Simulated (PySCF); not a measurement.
## BHCl + N₂ → BN₂ + HCl

Level: PBE0 in the def2-TZVP basis family, all electrons, no relativity, computed in PySCF with density fitting; open shells unrestricted.

| species | state and structure | ZPE (kJ/mol) | H(298 K) − H(0) (kJ/mol) | S° (J/(mol K)) |
| --- | --- | --- | --- | --- |
| BHCl | doublet, Cs, B–Cl 1.710 Å, B–H 1.193 Å; Cl–B–H 123.6° | 26.3 | 10.2 | 239.7 |
| N₂ | singlet, D∞h, N–N 1.089 Å | 14.9 | 8.7 | 191.4 |
| BN₂ | quartet, C∞v, B–N 1.314 Å, N–N 1.170 Å; B–N–N 180.0° | 23.5 | 10.0 | 231.8 |
| HCl | singlet, C∞v, H–Cl 1.279 Å | 17.9 | 8.7 | 186.6 |

(1) Is the gas-phase reaction uphill or downhill in electronic energy at this level, and by how much?

(2) Add zero-point, thermal and entropy terms for 298.15 K and 1 bar.

Results:

(1) At PBE0/def2-TZVP, ΔE = 312.4 kJ/mol, uphill. 

(2) ΔZPE = 0.2 and Δ[H(298) − H(0)] = -0.2 kJ/mol give ΔH° = 312.4 kJ/mol. ΔS° = -12.7 J/(mol K), so ΔG° = 312.4 − 298.15 × (-0.0127) = 316 kJ/mol.

The structures come from searches over a few start shapes, so lower isomers are not excluded.
